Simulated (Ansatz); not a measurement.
A made-up structure of MgBSiH5, closed shell:

```
atom    x (Å)    y (Å)    z (Å)
  B1  -1.7563   1.5940  -1.4525
 Mg2  -0.3129   0.2828  -0.2597
 Si3   1.3227  -1.2009   1.0949
  H4  -2.6484   1.1533  -2.1288
  H5  -1.7023   2.7959  -1.4684
  H6   1.2158  -1.0112   2.5758
  H7   0.7515  -1.0508  -0.0426
  H8   2.7612  -0.9472   0.7685
```

It is relaxed with PBE-D4/def2-SVP and then PBE0-D4/def2-TZVP (Ansatz 0.2.0). Atoms count as bonded within 1.22 times the sum of their covalent radii (H–H: 0.88 Å). The end point is not checked to be a true minimum.

(1) Does its bonding change? (Judge from chemistry; the calculation decides.)

Results:

(1) The calculation gives: Yes. Formed: none; broken: Mg2–H7.

Where it ends: The first stage lowers the energy by 3.07 eV in 13 steps. It ends as MgBSiH₅ ([BH2][Mg][SiH3]):
B1  (-1.824, 1.838, -1.492)
Mg2  (-0.360, 0.497, -0.358)
Si3  (1.294, -1.030, 0.924)
H4  (-2.732, 1.413, -2.157)
H5  (-1.766, 3.040, -1.486)
H6  (1.080, -1.026, 2.406)
H7  (1.211, -2.468, 0.518)
H8  (2.728, -0.649, 0.733)
(Å)

Labels in which every atom is bracketed show which atoms are joined, not bond orders.

For scale, one of the runs: PBE0-D4/def2-TZVP relaxation, 130 basis functions, launched by `ansatz run in.yaml --threads 2 --pin off --events-out ev --progress --plain --max-ram 4352MiB`. Hardware: 2 CPU threads of an Arm Neoverse V2, shared host. Wall time about 13 s.
